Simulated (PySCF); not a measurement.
Homolysis of single bonds, series Si F-H. Gas-phase values, no solvent. Strings in code marks are SMILES. All members: neutral, multiplicity 1. Level: B3LYP-D3(BJ)/def2-TZVP (PySCF), beside PBE-D3(BJ)/def2-TZVP // B3LYP-D3(BJ)/def2-TZVP (PySCF) at the same geometries. B3LYP has the VWN-RPA correlation part, as in Gaussian.  Orbital energies are measured against the vacuum level.

| species | HOMO, PBE (eV) | HOMO, B3LYP-D3(BJ) (eV) |
|---|---|---|
| `F[Si](F)(F)F` | -10.58 | -12.45 |
| `F[SiH](F)F` | -9.57 | withheld |
| `[SiH4]` | -8.52 | -9.67 |
| `F[SiH2]F` | -8.38 | -9.72 |
| `F[SiH3]` | -8.32 | -9.60 |

Fit y = a + b·x, y being the HOMO at the first level, to the 4 complete rows by least squares, with x = the PBE value in eV. Give a, b and the rms residual, and predict the withheld value.

Means of the 4 rows: x̄ = -8.95, ȳ = -10.36 eV. Σ(x − x̄)² = 3.5636 and Σ(x − x̄)(y − ȳ) = 4.547, so b = 1.276 and a = ȳ − b·x̄ = 1.060 eV. The rms residual is 0.086 eV. At x = -9.57 the line gives -11.15 eV. The run for `F[SiH](F)F` gave -11.04 eV, so the line is off by 0.11 eV, within twice the rms residual.

Codes: PySCF.
